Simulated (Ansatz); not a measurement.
Input for Ansatz (development build ahead of 0.2.0):

```yaml
crystal:
  periodic: [false, false, false]
  atoms:
    - { symbol: H, position_ang: [0.0, 0.0, -1.1167] }
    - { symbol: Cl, position_ang: [0.0, 0.0, 0.06569] }
basis:
  gaussian: { orbitals: cc-pVDZ }
hamiltonian:
  xc: hf
correlation:
  method: mp2
  frozen_orbitals: { Cl: 5, H: 0 }
```

The input is written out in the form of the current development build from the run's settings.

Output:

```json
{"Converged": "yes", "Reference energy": "-460.08240 hartree", "Correlation energy": "-0.14539 hartree", "Total energy": "-460.22779 hartree", "Spin squared of the determinant": "0.000"}
```
